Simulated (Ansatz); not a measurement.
Gold, fcc: convergence with Gaussian smearing

Computed with Ansatz, LDA, scalar-relativistic PAW, on the relaxed cell (a = 4.046 Å; spin not included). Errors count from a run at 420 eV on a Γ-centred 22×22×22 mesh with Fermi-Dirac smearing of 0.1 eV, extrapolated to zero width. Fixed here: cutoff 420 eV, mesh 13×13×13. The SCF starts from atomic densities corrected by a trained network.

```json
{"width (eV)": "0.01", "E(σ→0) error (meV/atom)": "-3.0", "F error (meV/atom)": "-3.0", "P (GPa)": "-0.15", "SCF iterations": "6"}
{"width (eV)": "0.03", "E(σ→0) error (meV/atom)": "-2.9", "F error (meV/atom)": "-3.1", "P (GPa)": "-0.11", "SCF iterations": "6"}
{"width (eV)": "0.1", "E(σ→0) error (meV/atom)": "-3.2", "F error (meV/atom)": "-4.0", "P (GPa)": "-0.08", "SCF iterations": "6"}
{"width (eV)": "0.2", "E(σ→0) error (meV/atom)": "-3.6", "F error (meV/atom)": "-5.8", "P (GPa)": "-0.04", "SCF iterations": "6"}
{"width (eV)": "0.3", "E(σ→0) error (meV/atom)": "-3.4", "F error (meV/atom)": "-8.6", "P (GPa)": "0.06", "SCF iterations": "6"}
{"width (eV)": "0.6", "E(σ→0) error (meV/atom)": "-1.6", "F error (meV/atom)": "-25.4", "P (GPa)": "0.33", "SCF iterations": "6"}
{"width (eV)": "1.0", "E(σ→0) error (meV/atom)": "2.7", "F error (meV/atom)": "-70.1", "P (GPa)": "0.70", "SCF iterations": "6"}
```
